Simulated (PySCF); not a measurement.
1,4-dioxin, C₄H₄O₂, SMILES C1=COC=CO1, point group D2h.

Force field and properties: B3LYP/pcSseg-1 (PySCF, grid level 2). Vibrational terms come from second-order perturbation theory with semi-diagonal cubic constants, by steps of ±0.6 along the normal coordinates of each isotopologue. The parent has the commonest isotopes.

Equilibrium geometry (Å):

| atom | x | y | z |
| --- | --- | --- | --- |
| C1 | -0.7956 | -0.0865 | -1.0695 |
| C2 | -1.2836 | 0.3236 | 0.0947 |
| O3 | -0.5244 | 0.4455 | 1.2505 |
| C4 | 0.8027 | 0.0902 | 1.0515 |
| C5 | 1.2907 | -0.3198 | -0.1127 |
| O6 | 0.5315 | -0.4418 | -1.2686 |
| H7 | -1.3928 | -0.1793 | -1.9673 |
| H8 | -2.3196 | 0.5992 | 0.2436 |
| H9 | 1.3999 | 0.1831 | 1.9493 |
| H10 | 2.3267 | -0.5954 | -0.2616 |

Problem. Give the equilibrium and ground-state rotational constants (MHz) of parent; ¹³C at 1.

Solution. 
```csv
species,Ae,Be,Ce,A0,B0,C0,Δ0 (u Å²),harmonic ZPE (cm⁻¹)
parent,6245.4,5404.7,2897.4,6175.6,5393.8,2883.6,-0.269,16161
¹³C at 1,6148.8,5376.8,2868.5,6080.8,5365.7,2854.8,-0.269,16113
```

Δ0 = Ic − Ia − Ib from the ground-state constants.

Problem. How is the parent's vibrational correction B0 − Be made up?

Solution. 
```tsv
axis	harmonic	Coriolis	cubic	total (MHz)
a	7.4	-17.1	-60.1	-69.7
b	5.96	-12.1	-4.76	-10.9
c	0.877	-0.361	-14.3	-13.8
```

Problem. And its quartic centrifugal distortion constants from the harmonic force field?

Solution. Asymmetric top, A reduction, IIIr representation: ΔJ = 1.69 kHz, ΔJK = -3.69 kHz, ΔK = 2.13 kHz, δJ = 0.146 kHz, δK = -2.92 kHz.

A mode lies under 250 cm⁻¹, where this perturbation treatment is rough.
